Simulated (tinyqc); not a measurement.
The integration grid: Kohn-Sham R2SCAN on finer and finer grids in the sto-6g basis, for BH3, spin multiplicity 1. Computed by the program tinyqc with PySCF. Self-consistent on each grid; the net force on the molecule should vanish.

Geometry (angstrom):
```
atom        x        y       z
B      0.0000   0.0000  0.0040
H      1.2220   0.0000  0.0000
H     -0.6110   1.0580  0.0000
H     -0.6110  -1.0580  0.0000
```

Kohn-Sham energy on Becke grids (radial x angular points per atom):
```
grid       points  residual of the electron count  E (hartree)  E - finest (mhartree)  largest net force without grid terms (hartree/bohr)
10 x 14       553                        1.86e-02   -26.513329               3.293184                                             2.30e-02
15 x 26      1545                        5.30e-03   -26.507340               9.282034                                             5.30e-03
20 x 50      3982                       -3.51e-04   -26.515542               1.080583                                             6.11e-04
30 x 86     10296                        8.07e-05   -26.517013              -0.390586                                             6.09e-05
50 x 194    38755                        6.56e-06   -26.516548               0.074231                                             1.80e-05
75 x 302    90482                       -3.07e-08   -26.516638              -0.015744                                             7.91e-06
120 x 590  282773                        3.28e-08   -26.516622               0.000000                                             2.68e-06
```

What does the comparison show, and why?

The energy is within 0.1 mhartree of the finest grid first at 50 x 194. The error has both signs, since quadrature is not variational. The electron count and the net force are cheap signs of a poor grid.
